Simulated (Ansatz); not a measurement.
F3HSi (`F[SiH](F)F`). Total charge 0; spin multiplicity 1.

Cartesian coordinates in Å:
```
F 0.2004 1.3697 0.7171
Si 0.0364 -0.0164 -0.0080
F -0.7724 0.2154 -1.3370
F -0.8069 -0.9629 0.9232
H 1.3424 -0.6058 -0.2953
```

(1) List the harmonic frequencies (cm⁻¹, unscaled) at PBE0-D4/def2-TZVP in Ansatz. (Best estimate.)

(2) Is this a minimum?

(3) Give the ideal-gas thermochemistry at 298.15 K and 1 bar (rigid rotor, harmonic oscillator; point group C3v, symmetry number 3).

(4) And at 400, 500, 600, 800 and 1000 K?

Answers

(1) Computed: 299, 299, 416, 835, 835, 855, 1002, 1002, 2362.

(2) Yes, all 9 modes are real.

(3) Zero-point energy 47.3 kJ/mol; H(298) − E = 60.9 kJ/mol; entropy 277.9 J/(mol·K), of which translation 164.4, rotation 94.8, vibration 18.7; G(298) − E = -22.0 kJ/mol.

(4) 
| T (K) | H − E (kJ/mol) | S (J/mol/K) | G − E (kJ/mol) |
| --- | --- | --- | --- |
| 400 | 67.9 | 298.2 | -51.3 |
| 500 | 75.7 | 315.5 | -82.0 |
| 600 | 84.1 | 330.7 | -114.4 |
| 800 | 102.1 | 356.6 | -183.2 |
| 1000 | 121.1 | 377.8 | -256.7 |
